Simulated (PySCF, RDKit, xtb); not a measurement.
# CH2BN+: a search for the lowest isomer

Only the formula CH2BN+ is given (charge +1, odd number of electrons). Aim: find the structure of lowest free energy at 298.15 K, then its properties.

The funnel: GFN2-xTB relaxations, single points with a density functional, relaxations at PBE0-D3(BJ)/def2-SVP, harmonic vibrations, and a last energy at a higher level. All values are calculated.

3 further runs of the same task are left out: 3 set aside as unsound or not needed.

### 1 Candidates

A program enumerates the bonding patterns with one Lewis structure each (two rings at most, one unusual centre or charged pair), with their diastereomers. O–O, O–halogen and N–halogen bonds and N–N–N chains are not drawn. That gives 17 candidates.

c049 B1[CH+][N]1; c077 [BH][N+]#C; c144 [B+]=C[NH]; c166 [BH][NH+]=[C]; c179 [B][NH+]=[CH]; c225 [BH]C#[NH+]; c247 [B]=C=[NH2+]; c312 [B]1C=[NH+]1; c494 [B]=[N+]=C; c618 B[N+]#[C]; c638 [B+]1C[N]1; c701 B[C+]=[N]; c716 B1=[C][NH2+]1; c826 [CH+]=B[NH]; c844 [CH2+]B=[N]; c855 [BH+]C=[N]; c866 B1[C]=[NH+]1.

Candidates are built by distance geometry, with a force field where one applies, in up to four conformers (letters a to d). 10 starts with atoms placed at random are added, to find patterns that the rules miss.

Q: Predict the outcome of this search (final energies at CCSD(T)/def2-SVP + MP2/def2-TZVPP - MP2/def2-SVP).

| quantity | value |
| --- | --- |
| lowest structure found | [BH][N+]#C, doublet, Cs |
| next finalist | B1[CH+][N]1, doublet, 6.6 kcal/mol higher in G |
| share at equilibrium, among the finalists | 100.0 % |
| harmonic wavenumbers, lowest and highest (PBE0-D3(BJ)/def2-SVP) | 296 and 3191 cm⁻¹ |
| rotational constants, same geometry | 39.46, 0.3579, 0.3547 cm⁻¹ |
| lowest excitation (TD-CAM-B3LYP/def2-SVPD) | 1.00 eV (f = 0.000) |
| strongest of the states computed, same level | 5.06 eV (f = 0.093) |

`[BH][N+]#C` comes out lowest. The margin of 6.6 kcal/mol over the next finalist is beyond the usual error of the last level; it says nothing of structures that weren't ranked. GFN2-xTB, HF/STO-3G, r2SCAN-D4/def2-SVP, PBE0-D3(BJ)/def2-SVP, HF/def2-SVP and MP2/def2-SVP already put its bonding pattern lowest among the structures in one piece. The stability test raises a flag; for an open shell a flag towards a general spinor solution can be the free rotation of the spin. The search is not exhaustive (a finite list of starts, one conformer a finalist), so a lower isomer can't be ruled out.
